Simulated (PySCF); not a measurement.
Species: C5H10S.
SMILES: `SC1CCCC1`

The closed-shell ground state was solved at several levels (PySCF, density fitting, gas phase, non-relativistic). One conformer (not necessarily the lowest) at the PBE0-D3(BJ)/def2-SVP geometry, without solvent, vibrations or thermal averaging.

```json
{"level": "BP86/pcSseg-1", "basis functions": "159", "HOMO (eV)": "-5.54", "LUMO (eV)": "-0.33", "gap (eV)": "5.21", "dipole (D)": "1.88"}
{"level": "mPW1PW91/pcSseg-1", "basis functions": "159", "HOMO (eV)": "-6.72", "LUMO (eV)": "0.63", "gap (eV)": "7.35", "dipole (D)": "1.93"}
{"level": "PBE0/6-31G", "basis functions": "78", "HOMO (eV)": "-6.61", "LUMO (eV)": "1.24", "gap (eV)": "7.85", "dipole (D)": "2.38"}
{"level": "BLYP/pcSseg-1", "basis functions": "159", "HOMO (eV)": "-5.27", "LUMO (eV)": "-0.20", "gap (eV)": "5.07", "dipole (D)": "1.76"}
{"level": "PBE0/def2-SVP", "basis functions": "138", "HOMO (eV)": "-6.53", "LUMO (eV)": "0.96", "gap (eV)": "7.49", "dipole (D)": "1.76"}
{"level": "LDA/pcSseg-1", "basis functions": "159", "HOMO (eV)": "-5.55", "LUMO (eV)": "-0.52", "gap (eV)": "5.03", "dipole (D)": "1.92"}
{"level": "OPBE/pcSseg-1", "basis functions": "159", "HOMO (eV)": "-5.41", "LUMO (eV)": "-0.08", "gap (eV)": "5.33", "dipole (D)": "1.92"}
```

Problem. Estimate the row for B97-D/pcSseg-1, a basis of 159 functions; the other rows only guide the guess.

Solution. HOMO -5.41 eV, LUMO -0.18 eV, gap 5.23 eV, dipole 1.84 D.

Problem. Over all these levels, which gives the widest orbital gap and which the narrowest?

Solution. PBE0/6-31G (global hybrid, 25 % exact exchange) has the widest, 7.85 eV, and LDA/pcSseg-1 (LDA) the narrowest, 5.03 eV. Functional and basis both differ between the two, so the spread mixes both effects.

Problem. How far do the dipole and the HOMO energy spread over the levels?

Solution. The dipole runs from 1.76 to 2.38 D (mean 1.93 D) and the HOMO from -6.72 to -5.27 eV.
